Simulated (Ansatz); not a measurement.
A calculation with Ansatz (development build ahead of 0.2.0).

```yaml
crystal:
  periodic: [false, false, false]
  atoms:
    - { symbol: S, position_ang: [0.0, 0.0, 1.18929] }
    - { symbol: C, position_ang: [0.0, 1.23505, -0.00307] }
    - { symbol: C, position_ang: [0.0, -1.23505, -0.00307] }
    - { symbol: C, position_ang: [0.0, 0.71202, -1.26955] }
    - { symbol: C, position_ang: [0.0, -0.71202, -1.26955] }
    - { symbol: H, position_ang: [0.0, 2.28335, 0.29314] }
    - { symbol: H, position_ang: [0.0, -2.28335, 0.29314] }
    - { symbol: H, position_ang: [0.0, 1.32555, -2.17174] }
    - { symbol: H, position_ang: [0.0, -1.32555, -2.17174] }
basis:
  gaussian: { orbitals: cc-pVTZ }
hamiltonian:
  xc: hf
correlation:
  method: mp2
  frozen_orbitals: { C: 1, H: 0, S: 5 }
```

The input is written out in the form of the current development build from the run's settings.

Output:

| Quantity | Value |
| --- | --- |
| Converged | yes |
| Reference energy | -551.37805 hartree |
| Correlation energy | -0.81418 hartree |
| Total energy | -552.19223 hartree |
| Spin squared of the determinant | 0.000 |
